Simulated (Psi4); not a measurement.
# B2PLYP/def2-TZVPP (density fitting for correlation) run of H3NO (hydroxylamine)

Aim: the vertical singlet–triplet gap of H3NO (hydroxylamine) at B2PLYP/def2-TZVPP (density fitting for correlation), from 2 runs. 

The calculation is run with Psi4 1.11.

1 further run of the same task is left out (set aside as unsound or not needed).

### Step 1. Starting point

The species is H3NO (5 atoms), meant as a singlet with charge 0. As SMILES, `NO`. The shape is that of a PBE0-D4/def2-TZVP optimisation. This is one conformer, not always the lowest.

Bond lengths: N1–O2 1.422 Å, N1–H3 1.016 Å, N1–H4 1.016 Å, O2–H5 0.960 Å. Angles: N1–O2–H5 102.8°, O2–N1–H3 104.5°, O2–N1–H4 104.5°, H3–N1–H4 106.0°.

### Step 2. The energy at B2PLYP/def2-TZVPP (density fitting for correlation)

h3no.py reads:

```python
import psi4

psi4.set_memory('1600 MB')
psi4.set_num_threads(1)
psi4.core.set_output_file('run.log', False)

mol = psi4.geometry("""
N     -0.165120    -0.361290    -0.321170
O      0.364460     0.666040     0.508060
H     -0.162690    -1.190020     0.266770
H     -1.141650    -0.109840    -0.446210
H      1.105010     0.995100    -0.007440
units angstrom
symmetry c1
""")

options = {'basis': 'def2-TZVPP', 'reference': 'rks', 'puream': True, 'e_convergence': 1e-09, 'd_convergence': 1e-08, 'scf_type': 'pk', 'dft_radial_points': 99, 'dft_spherical_points': 590, 'num_frozen_docc': 2}
psi4.set_options(options)

result = psi4.energy("b2plyp", molecule=mol)
print(f'total energy {result:.8f} hartree = {result * 27.211386:.5f} eV')
for k, v in sorted(psi4.core.scalar_variables().items()):
    print(f'{k:45s} {v:18.10f}')
```

Launch:

```
$ python h3no.py
```

run.log (excerpt; [...] marks lines left out):

```text
[...]
  Running in c1 symmetry.
[...]
  Nuclear repulsion =   39.593666393662183
[...]
  Multiplicity = 1
[...]
  Nalpha       = 9
  Nbeta        = 9
[...]
    Number of basis functions: 104
[...]
   @RKS iter   1:  -131.42619918641000   -4.42366e-01   4.92203e-03 DIIS/ADIIS
[...]
   @RKS iter  10:  -131.53298947340136   -7.58860e-12   3.42378e-09 DIIS
[...]
    Orbital Energies [Eh]
    ---------------------
    Doubly Occupied:
       1A    -19.749535     2A    -14.874930     3A     -1.202715
       4A     -0.919128     5A     -0.583229     6A     -0.574062
       7A     -0.520558     8A     -0.374986     9A     -0.331688
[...]
  @RKS Final Energy:  -131.53298947340136
   => Energetics <=
    Nuclear Repulsion Energy =             39.5936663936621827
    One-Electron Energy =                -258.2727559830909172
    Two-Electron Energy =                  95.0980271974557780
    DFT Exchange-Correlation Energy =      -7.9519270814283818
    Empirical Dispersion Energy =           0.0000000000000000
    VV10 Nonlocal Energy =                  0.0000000000000000
    Total Energy =                       -131.5329894734013578
[...]
 Multipole Moments:
 ------------------------------------------------------------------------------------
     Multipole            Electronic (a.u.)      Nuclear  (a.u.)        Total (a.u.)
 ------------------------------------------------------------------------------------
 L = 1.  Multiply by 2.5417464519 to convert [e a0] to [Debye]
 Dipole X            :          0.3535228           -0.4672831           -0.1137603
 Dipole Y            :          0.5515478           -0.7320415           -0.1804937
 Dipole Z            :          0.3496094           -0.4650567           -0.1154474
 Magnitude           :                                                    0.2425850
[...]
```

On the terminal:

```text
total energy -131.68333303 hartree = -3583.28600 eV
B2PLYP DOUBLE-HYBRID CORRECTION ENERGY             -0.1503435526
B2PLYP TOTAL ENERGY                              -131.6833330260
CURRENT ENERGY                                   -131.6833330260
CURRENT REFERENCE ENERGY                         -131.5329894734
DD SOLVATION ENERGY                                 0.0000000000
DFT FUNCTIONAL TOTAL ENERGY                      -131.5329894734
DFT TOTAL ENERGY                                 -131.6833330260
DFT VV10 ENERGY                                     0.0000000000
DFT XC ENERGY                                      -7.9519270814
DOUBLE-HYBRID CORRECTION ENERGY                    -0.1503435526
GRID ELECTRONS ALPHA                                9.0000000142
GRID ELECTRONS BETA                                 9.0000000142
GRID ELECTRONS TOTAL                               18.0000000285
NUCLEAR REPULSION ENERGY                           39.5936663937
ONE-ELECTRON ENERGY                              -258.2727559831
PCM POLARIZATION ENERGY                             0.0000000000
PE ENERGY                                           0.0000000000
SCF ITERATION ENERGY                             -131.5329894734
SCF ITERATIONS                                     10.0000000000
SCF TOTAL ENERGY                                 -131.5329894734
TWO-ELECTRON ENERGY                                95.0980271975
XC GRID RADIAL POINTS                              99.0000000000
XC GRID SPHERICAL POINTS                          590.0000000000
XC GRID TOTAL POINTS                           281112.0000000000
```

It took 9.3 s on 1 thread of Intel Xeon 6975P-C (Granite Rapids), shared host; peak memory 0.64 GiB.

### Step 3. The triplet at the same level

h3no.json reads:

```json
{
 "schema_name": "qcschema_input",
 "schema_version": 1,
 "molecule": {
  "schema_name": "qcschema_molecule",
  "schema_version": 2,
  "symbols": ["N", "O", "H", "H", "H"],
  "geometry": [-0.31203158, -0.68273915, -0.60692334, 0.68872958, 1.25863319, 0.96009425, -0.30743954, -2.24881188, 0.50412224, -2.15740583, -0.20756752, -0.84321469, 2.08816626, 1.88046647, -0.01405956],
  "molecular_charge": 0,
  "molecular_multiplicity": 3,
  "fix_symmetry": "c1",
  "fix_com": true,
  "fix_orientation": true
 },
 "driver": "energy",
 "model": {
  "method": "b2plyp",
  "basis": "def2-TZVPP"
 },
 "keywords": {
  "reference": "uks",
  "puream": true,
  "e_convergence": 1e-09,
  "d_convergence": 1e-08,
  "scf_type": "pk",
  "dft_radial_points": 99,
  "dft_spherical_points": 590,
  "num_frozen_docc": 2,
  "maxiter": 100
 }
}
```

Launch:

```
$ psi4 --qcschema h3no.json -n 1 --memory 1600MB
```

stdout (excerpt; [...] marks lines left out):

```text
[...]
  Running in c1 symmetry.
[...]
  Nuclear repulsion =   39.593666455499566
[...]
  Multiplicity = 3
[...]
  Nalpha       = 10
  Nbeta        = 8
[...]
    Number of basis functions: 104
[...]
   @UKS iter   1:  -131.14950017924454   -1.65667e-01   5.51124e-03 ADIIS/DIIS
[...]
   @UKS iter  20:  -131.28826547986449   -7.30438e-12   8.04854e-09 DIIS
[...]
   @S^2 Observed:                2.010982255E+00
[...]
    Orbital Energies [Eh]
    ---------------------
    Alpha Occupied:
       1A    -19.742251     2A    -14.969431     3A     -1.250389
       4A     -1.001221     5A     -0.649736     6A     -0.623134
       7A     -0.598526     8A     -0.458535     9A     -0.394642
      10A     -0.084259
    Alpha Virtual:
      11A      0.044010    12A      0.111507    13A      0.129731
      14A      0.319772    15A      0.343353    16A      0.347602
      17A      0.427578    18A      0.453741    19A      0.462728
      20A      0.492480    21A      0.516551    22A      0.556435
      23A      0.615932    24A      0.664922    25A      0.706594
[...]
  @UKS Final Energy:  -131.28826547986449
   => Energetics <=
    Nuclear Repulsion Energy =             39.5936664554995659
    One-Electron Energy =                -257.4907038295532402
    Two-Electron Energy =                  94.5453989116578413
    DFT Exchange-Correlation Energy =      -7.9366270174686573
    Empirical Dispersion Energy =           0.0000000000000000
    VV10 Nonlocal Energy =                  0.0000000000000000
    Total Energy =                       -131.2882654798644921
[...]
 Multipole Moments:
 ------------------------------------------------------------------------------------
     Multipole            Electronic (a.u.)      Nuclear  (a.u.)        Total (a.u.)
 ------------------------------------------------------------------------------------
 L = 1.  Multiply by 2.5417464519 to convert [e a0] to [Debye]
 Dipole X            :         -3.5750692            2.9489365           -0.6261327
 Dipole Y            :         -5.4829478            4.7139785           -0.7689693
 Dipole Z            :         -3.3835417            3.0791386           -0.3044030
 Magnitude           :                                                    1.0373125
[...]
```

The result, in JSON:

```text
{
 "driver": "energy",
 "model": {
  "method": "b2plyp",
  "basis": "def2-TZVPP"
 },
 "success": true,
 "return_result": -131.4372494829469,
 "properties": {
  "calcinfo_nbasis": 104,
  "calcinfo_nmo": 104,
  "calcinfo_nalpha": 10,
  "calcinfo_nbeta": 8,
  "calcinfo_natom": 5,
  "nuclear_repulsion_energy": 39.593666455499566,
  "return_energy": -131.4372494829469,
  "scf_one_electron_energy": -257.49070382955324,
  "scf_two_electron_energy": 94.54539891165784,
  "scf_xc_energy": -7.936627017468657,
  "scf_dipole_moment": [-0.626132748296572, -0.7689692657917764, -0.304403047248067],
  "scf_total_energy": -131.2882654798645,
  "scf_iterations": 20
 }
}
```

It took 24 s on 1 thread of Intel Xeon 6975P-C (Granite Rapids), shared host; peak memory 0.65 GiB.

### Step 4. Results

At B2PLYP/def2-TZVPP (density fitting for correlation), 2 core orbitals frozen:

```
                                                         quantity          value
                                            singlet: total energy  -131.68333 Eh
                       singlet: HOMO energy (SCF part's orbitals)       -9.03 eV
                       singlet: LUMO energy (SCF part's orbitals)        1.97 eV
                     singlet: HOMO–LUMO gap (SCF part's orbitals)       10.99 eV
                                            triplet: total energy  -131.43725 Eh
triplet: HOMO energy (SCF part's orbitals) (highest over α and β)       -2.29 eV
                                                    triplet: ⟨S²⟩          2.011
                 vertical energy of the triplet above the singlet       6.696 eV
```

At this shape the triplet lies 6.70 eV (154 kcal/mol) above the singlet.
